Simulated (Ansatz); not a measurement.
**Two structures, one formula**

Two isomers of CH5AlS, closed shell, relaxed at PBE0-D4/def2-TZVP (vibrations not checked).

A:

C1  (-0.725, 1.053, -0.504)
S2  (-1.090, -0.443, 0.470)
Al3  (0.860, -1.372, 0.652)
H4  (-1.304, 1.021, -1.426)
H5  (0.335, 1.125, -0.747)
H6  (-1.020, 1.928, 0.075)
H7  (2.088, -0.637, -0.028)
H8  (0.948, -2.732, 1.452)
(Å)

B:

C1  (-0.729, 1.067, -0.418)
Al2  (0.572, -0.327, -0.038)
S3  (-0.004, -1.933, 1.332)
H4  (-0.343, 2.048, -0.124)
H5  (-1.676, 0.909, 0.102)
H6  (-0.938, 1.121, -1.491)
H7  (2.030, -0.381, -0.654)
H8  (1.180, -2.561, 1.235)
(Å)

Computed with Ansatz 0.2.0 (basis: def2-TZVPP); correlated methods freeze the cores. B3LYP uses VWN-RPA correlation.

Task: Which structure is lower at CCSD(T), and by how much? (An estimate is asked for; the value comes from the calculation.)

Result: The calculation gives: B, by 0.700 eV (electronic energy, against the other). By their contacts, A is CH₅AlS ([CH3][S][AlH2]) and B is CH₅AlS ([CH3][AlH][SH]).

All methods give the same order:

| method | E(B) − E(A) (eV) |
| --- | --- |
| PBE-D4 | -0.659 |
| r2SCAN-D4 | -0.717 |
| PBE0-D4 | -0.677 |
| B3LYP-D4 | -0.665 |
| wB97M-V | -0.702 |
| HF | -0.651 |
| MP2 | -0.712 |
| CCSD | -0.708 |
| CCSD(T) | -0.700 |

The T1 diagnostic stays at or below 0.011.

Labels in which every atom is bracketed show which atoms are joined, not bond orders.
